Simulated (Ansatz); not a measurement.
A run of Ansatz (development build ahead of 0.2.0) on triplet O₂ at this shape:

```tsv
atom	x (Å)	y (Å)	z (Å)
O	0.0000	0.0000	0.0000
O	0.0000	0.0000	1.3340
```

Its results:

```json
{"Converged": "yes", "Reference energy": "-149.63510 hartree", "CCSD correlation energy": "-0.45646 hartree", "Triples correction": "-0.02229 hartree", "Total energy": "-150.11386 hartree", "Spin squared of the determinant": "2.053"}
```

Task: Which input gives this output? Name the method, the orbitals and the basis set, and write the input.

Result: UHF-CCSD(T) in cc-pVTZ.

```yaml
crystal:
  periodic: [false, false, false]
  atoms:
    - { symbol: O, position_ang: [0.0, 0.0, 0.0] }
    - { symbol: O, position_ang: [0.0, 0.0, 1.334] }
basis:
  gaussian: { orbitals: cc-pVTZ }
magnetization:
  spin_polarized: true
  initial_magnetization: 2
hamiltonian:
  xc: hf
correlation:
  method: ccsd_t
  frozen_orbitals: { O: 1 }
```
